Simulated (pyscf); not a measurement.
One four-centre exchange on the singlet surface with elements of a group swapped. ωB97M-D3(BJ)/def2-TZVP, kcal/mol, from the separated reactants. PySCF, gas phase, ωB97X-D3(BJ)/def2-SVP geometries.

```tsv
step	barrier	reaction energy	imaginary mode (i cm⁻¹)
`[CH3][CH3]` + `[ZnH][SeH]` → `[CH3][CH2][ZnH]` + `[SeH2]`	51.4	+35.2	1169
`[CH3][CH3]` + `[SH][ZnH]` -> `[CH3][CH2][ZnH]` + `[SH2]`	(withheld)	(withheld)	1280
```

Task: What belongs in the gaps?

Result: 
- `[CH3][CH3]` + `[SH][ZnH]` -> `[CH3][CH2][ZnH]` + `[SH2]`, barrier: 49.6
- `[CH3][CH3]` + `[SH][ZnH]` -> `[CH3][CH2][ZnH]` + `[SH2]`, reaction energy: +31.7

Row 1: On the product side the descent ends in an adduct with a Se–Zn contact, 7.0 kcal/mol under the separated species and 19.5 kcal/mol under the saddle at ωB97X-D3(BJ)/def2-TZVP. Row 2: On the product side the descent ends in a complex, 6.7 kcal/mol under the separated species and 21.9 kcal/mol under the saddle at ωB97X-D3(BJ)/def2-TZVP. Each row is the saddle that its search found. Elements up to Kr have no core potential and no relativistic terms here.
